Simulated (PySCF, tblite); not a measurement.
Compound: N,N,N',N'-tetramethylmethanediamine, C5H14N2.
Geometry (GFN2-xTB, Å), atoms numbered from 1 in this order:
```xyz
21
C5H14N2 angstrom
C      1.6939   -0.6552    0.8544
N      1.1061    0.4492    0.1240
C      2.0866    1.1284   -0.6934
C     -0.0359    0.0150   -0.6531
N     -1.0880   -0.4554    0.2235
C     -2.1527   -1.1004   -0.5121
C     -1.5911    0.6150    1.0603
H      0.9074   -1.1477    1.4200
H      2.1683   -1.3928    0.1883
H      2.4448   -0.2670    1.5409
H      2.5107    0.4810   -1.4783
H      1.6257    1.9941   -1.1679
H      2.8980    1.4745   -0.0547
H      0.2279   -0.8140   -1.3380
H     -0.3697    0.8728   -1.2684
H     -2.6578   -0.4208   -1.2177
H     -2.8910   -1.4762    0.1949
H     -1.7475   -1.9433   -1.0709
H     -0.7471    1.0846    1.5586
H     -2.2643    0.1954    1.8064
H     -2.1333    1.3797    0.4825
```

Method used: PBE0/pcSseg-1 in PySCF (dipole) on a GFN2-xTB geometry, gas phase.

Masses are those of the commonest isotopes; rigid-rotor values at the optimised geometry. The values belong to one conformer with, in the numbering `[CH3:1][N:2]([CH3:3])[CH2:4][N:5]([CH3:6])[CH3:7]`, C1–N2–C4–N5 64°, N2–C4–N5–C6 -170°.

(1) Give the principal moments of inertia and the rotational constants in GHz.

(2) Classify the top.

(3) What does the inertial defect say?

(4) Where do the levels up to J = 4 lie, in MHz?

(5) Predict some low-J microwave lines.

Results:

(1) Ia = 108.79, Ib = 330.86, Ic = 335.22 u·Å²; 505379 MHz·u·Å²/I gives 4645, 1527 and 1508 MHz, that is A = 4.6454, B = 1.5275, C = 1.5076 GHz.

(2) A near-prolate asymmetric top; Ray's κ = -0.987.

(3) Not planar: Δ = Ic − Ia − Ib = -104.43 u·Å². For a rigid frame Δ = −2 Σ m c², so Σ m c² = 52.21 u·Å² lies off the ab plane: 18.93 from hydrogen and 33.28 from heavier atoms. The atom farthest from that plane is 1.87 Å away.

(4) Above 0(0,0):
J = 1: 1(0,1) 3035, 1(1,1) 6153, 1(1,0) 6173
J = 2: 2(0,2) 9105, 2(1,2) 12203, 2(1,1) 12263, 2(2,1) 21617, 2(2,0) 21617
J = 3: 3(0,3) 18210, 3(1,3) 21279, 3(1,2) 21398, 3(2,2) 30722, 3(2,1) 30723, 3(3,1) 46361, 3(3,0) 46361
J = 4: 4(0,4) 30350, 4(1,4) 33379, 4(1,3) 33578, 4(2,3) 42862, 4(2,2) 42864, 4(3,2) 58502, 4(3,1) 58502, 4(4,1) 80397, 4(4,0) 80397

(5) The dipole components are |μa| = 0.00 D, |μb| = 0.71 D, |μc| = 0.00 D; the symmetry axis of this C2 structure is b, so μa and μc vanish by symmetry and there are no a-type or c-type lines. Some lines, for components of 0.1 D or more:

```tsv
type	branch	J(Ka,Kc)	MHz	lower level (cm⁻¹)
b	R	2(0,2) ← 1(1,1)	2952	0.205
b	Q	1(1,0) ← 1(0,1)	3138	0.101
b	Q	2(1,1) ← 2(0,2)	3158	0.304
b	Q	3(1,2) ← 3(0,3)	3188	0.607
b	R	3(0,3) ← 2(1,2)	6007	0.407
b	R	1(1,1) ← 0(0,0)	6153	0.000
b	R	2(1,2) ← 1(0,1)	9168	0.101
b	Q	3(2,1) ← 3(1,2)	9324	0.714
b	Q	2(2,0) ← 2(1,1)	9354	0.409
b	Q	2(2,1) ← 2(1,2)	9413	0.407
b	Q	3(2,2) ← 3(1,3)	9443	0.710
b	R	3(1,3) ← 2(0,2)	12174	0.304
b	R	2(2,1) ← 1(1,0)	15444	0.206
b	R	2(2,0) ← 1(1,1)	15464	0.205
b	Q	3(3,0) ← 3(2,1)	15639	1.025
b	Q	3(3,1) ← 3(2,2)	15639	1.025
b	R	3(2,2) ← 2(1,1)	18459	0.409
b	R	3(2,1) ← 2(1,2)	18519	0.407
b	R	3(3,1) ← 2(2,0)	24745	0.721
b	R	3(3,0) ← 2(2,1)	24745	0.721
```

Its GFN2-xTB frequencies are all real (lowest 76 cm⁻¹). No vibrational averaging or centrifugal distortion is included, and the geometry carries the error of its method. A rigid rotor knows nothing of internal rotation, which can split or shift real lines. Quadrupole hyperfine structure (14N) is left out.
